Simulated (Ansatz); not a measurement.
Ansatz (a first-principles code) input (PBE0/def2-TZVP):

Ansatz 0.2 input:
```yaml
crystal:
  periodic: [false, false, false]
  atoms:
    - {symbol: C, position_ang: [0.00724967, -0.72295051, 0.71906962]}
    - {symbol: C, position_ang: [0.04562440, 0.68254748, 0.81501059]}
    - {symbol: C, position_ang: [-0.04432848, -0.81177839, -0.68647340]}
    - {symbol: C, position_ang: [-0.00734761, 0.73271783, -0.72878450]}
    - {symbol: H, position_ang: [0.01502855, -1.49867503, 1.49062995]}
    - {symbol: H, position_ang: [-0.51892031, 1.32167605, 1.50036933]}
    - {symbol: H, position_ang: [0.52058812, -1.48799353, -1.33494466]}
    - {symbol: H, position_ang: [0.87841978, 1.16576513, -1.21872836]}
    - {symbol: H, position_ang: [-0.90230394, 1.21600897, -1.15026007]}
basis:
  gaussian:
    orbitals: def2-TZVP
hamiltonian:
  xc: {name: PBE0}
total_charge: -1
```

End of the output:

```
integrals: 0.05 GiB planned
940 factors; their error is unknown
mean field: 0.61 GiB planned
mean field evaluation 1: about -4218.8079 eV, gradient 3.8e1 eV
mean field evaluation 2: about -4214.5884 eV, gradient 5.6e1 eV
mean field evaluation 4: about -4222.6460 eV, gradient 8.3e-1 eV
mean field evaluation 8: about -4222.6344 eV, gradient 5.5e-2 eV
mean field evaluation 16: about -4222.6344 eV, gradient 1.1e-5 eV
mean field -4222.63438751 eV, -155.1789515367 hartree, gradient 1.1e-5 eV, S^2 0.000000; 0 other end points of the search recorded, 0 dependent functions left out
reference -4222.63441559 eV, -155.1789525687 hartree; 15, 15 occupied and 139, 139 virtual orbitals, 940 factors
Total energy: -4222.63441559 eV, -155.1789525687 hartree
```

It need not be the lowest isomer of its formula. Whether it binds its extra electron was not tested at this geometry.
